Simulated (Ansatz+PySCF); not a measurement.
Values are calculated unless marked as measured or tabulated.
A run of PySCF 2.14.0 on doublet NaCl(+) at this shape:

```xyz
2

Na    0.0000    0.0000   -1.3797
Cl    0.0000    0.0000    1.3797
```

Its results:

```
Converged                       : yes
Reference energy                : -621.17170 hartree
Correlation energy              : -0.42115 hartree
Total energy                    : -621.59285 hartree
Spin squared of the determinant : 0.760
```

Problem. Which input gives this output? Name the method, the orbitals and the basis set, and write the input.

Solution. UHF-MP2 in cc-pCVTZ on Na; cc-pV(T+d)Z on Cl.

```python
from pyscf import gto, scf, mp

# the (T+d) and (D+d) sets load through basis_set_exchange
mol = gto.M(atom="""
Na 0.000000 0.000000 -1.379720
Cl 0.000000 0.000000 1.379720
""", basis={'Cl': 'cc-pv(t+d)z', 'Na': 'cc-pcvtz'}, charge=1, spin=1)
mf = scf.UHF(mol)
mf.kernel()
pt = mp.MP2(mf, frozen=6).run()
print(mf.e_tot, pt.e_corr, pt.e_tot)
```
